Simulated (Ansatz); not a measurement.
The cation of C5H12O (`CC(C)C(C)O`) at the neutral geometry.

```yaml
crystal:
  periodic: [false, false, false]
  atoms:
    - {symbol: C, position_ang: [0.877660, -0.069975, 1.462959]}
    - {symbol: C, position_ang: [0.676235, -0.027575, -0.044866]}
    - {symbol: C, position_ang: [1.335092, -1.230708, -0.704506]}
    - {symbol: C, position_ang: [-0.800289, 0.051624, -0.417521]}
    - {symbol: C, position_ang: [-1.522895, 1.236559, 0.194474]}
    - {symbol: O, position_ang: [-0.860912, 0.116465, -1.835026]}
    - {symbol: H, position_ang: [1.935972, -0.199840, 1.700306]}
    - {symbol: H, position_ang: [0.337515, -0.913637, 1.905488]}
    - {symbol: H, position_ang: [0.539719, 0.842790, 1.956591]}
    - {symbol: H, position_ang: [1.144929, 0.883895, -0.438495]}
    - {symbol: H, position_ang: [1.204635, -1.210803, -1.786078]}
    - {symbol: H, position_ang: [0.899110, -2.161898, -0.327195]}
    - {symbol: H, position_ang: [2.405159, -1.253792, -0.483800]}
    - {symbol: H, position_ang: [-1.282765, -0.878522, -0.071647]}
    - {symbol: H, position_ang: [-2.551953, 1.287131, -0.174417]}
    - {symbol: H, position_ang: [-1.573036, 1.164145, 1.282163]}
    - {symbol: H, position_ang: [-1.020438, 2.169746, -0.073639]}
    - {symbol: H, position_ang: [-1.781338, 0.205794, -2.092890]}
basis:
  gaussian: {orbitals: def2-TZVPP}
total_charge: 1
magnetization: {spin_polarized: true, initial_magnetization: 1}
hamiltonian: {xc: pbe0, dispersion: d4}
```

```sh
$ ansatz run in.yaml --threads 2 --pin off --events-out ev --progress --plain --max-ram 22528MiB --backend cuda --devices 0, --max-vram 18GiB
```

It prints (some lines left out):

```
Functional definition: PBE0
1759 factors; their error is unknown
mean field evaluation 1: about -7394.1779 eV, gradient 6.3e1 eV
mean field evaluation 2: about -7380.1447 eV, gradient 7.8e1 eV
mean field evaluation 4: about -7412.1632 eV, gradient 7.2e0 eV
mean field evaluation 8: about -7412.3803 eV, gradient 4.2e-1 eV
mean field evaluation 16: about -7412.3614 eV, gradient 1.0e-2 eV
mean field evaluation 32: about -7412.3614 eV, gradient 1.5e-5 eV
mean field -7412.36144517 eV, -272.3992588311 hartree, gradient 2.6e-6 eV, S^2 0.754604; 6 other end points of the search recorded, 0 dependent functions left out
reference -7412.36147777 eV, -272.3992600291 hartree; 25, 24 occupied and 329, 330 virtual orbitals, 1759 factors
Total energy: -7412.62932250 eV, -272.4091031411 hartree
```

Hardware: 2 threads of an AMD EPYC 7R13 on a shared host and a share of an NVIDIA H100 80 GB. Wall time 6 s, peak host memory 0.97 GiB.
